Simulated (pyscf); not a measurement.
This saddle point was located with ωB97X-D3(BJ)/def2-SVP in PySCF.

```
Si
F 1 1.6049
F 1 1.6050 2 121.02
F 1 1.6261 2 99.41 3 106.90
N 1 1.8133 2 115.31 4 105.24
H 5 1.0211 1 113.99 2 -167.16
H 5 1.0211 6 108.08 1 -127.59
H 5 1.3339 6 119.72 7 -141.55
F 8 1.1082 5 134.12 6 -111.54
```

Surface: singlet, charge 0. Lowest wavenumbers (cm⁻¹): 655i, 124, 167, 242, 315.

Problem. Name the species on either side of this saddle.

Solution. F–Si(F)(F)–F (SMILES F[Si](F)(F)F) + NH₃ (SMILES N) <-> HF (SMILES F) + H₂N–Si(F)(F)–F (SMILES N[Si](F)(F)F), a four-centre exchange read from left to right: F–Si, H–N broken and F–H, N–Si formed. At ωB97M-D3(BJ)/def2-TZVP it lies +25.6 kcal/mol from the left side and +8.5 kcal/mol from the right (each side as separated species at their lowest minima found). On the reactant side the descent ends in an adduct with a N–Si contact (not fully relaxed), 5.5 kcal/mol under the separated species and 30.4 kcal/mol under the saddle at ωB97X-D3(BJ)/def2-TZVP. On the product side the descent ends in a complex, 6.3 kcal/mol under the separated species and 14.9 kcal/mol under the saddle at ωB97X-D3(BJ)/def2-TZVP. What is counted as formed (N–Si) is already present as a longer contact in the reactant adduct; forming that adduct is a step of its own. This is the saddle that the search found; another between the same sides may lie lower.
